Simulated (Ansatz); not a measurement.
Results of PBEsol (PAW; Ansatz, a first-principles code) for diamond-structure Ge.

Settings: plane-wave cutoff 520 eV, 20×20×20 k mesh, Fermi–Dirac smearing 0.05 eV, perturbation theory, scalar-relativistic PAW data made under PBE.

The cell has the measured lattice parameters. Conventional cell: a = 5.6580 Å, b = 5.6580 Å, c = 5.6580 Å, α = 90.00°, β = 90.00°, γ = 90.00°.

Space group Fd-3m, origin choice 1 (No. 227); a = 5.6580 Å, b = 5.6580 Å, c = 5.6580 Å, α = 90.00°, β = 90.00°, γ = 90.00°

| atom | site | symmetry | x | y | z |
|---|---|---|---|---|---|
| Ge | 8a | -43m | 0.0000 | 0.0000 | 0.0000 |
(The calculation used a cell of 2 atoms; values per cell refer to that cell.)

Harmonic phonon frequencies (cm⁻¹; i marks an imaginary mode):

```tsv
q point	frequencies
Γ	…
X	…
L	57 57 214 235 279 279
```

### Question
What belongs in the gaps?

### Answer

- Γ, frequencies: 0 0 0 289 289 289
- X, frequencies: 70 70 233 233 265 265

Measured, for comparison: zone-centre TO phonon frequency 304 cm⁻¹ (low temperature, zero-point motion not removed; as tabulated in Tanner et al. (2021), arXiv:2110.11888). Computed (rounded) less measured: zone-centre TO phonon frequency -5 %.

No imaginary mode appears at these points.

Note: the solid has no gap at this level, which affects its response; the cell isn't this level's own, so it is under some stress, which shifts stiffness and frequencies.
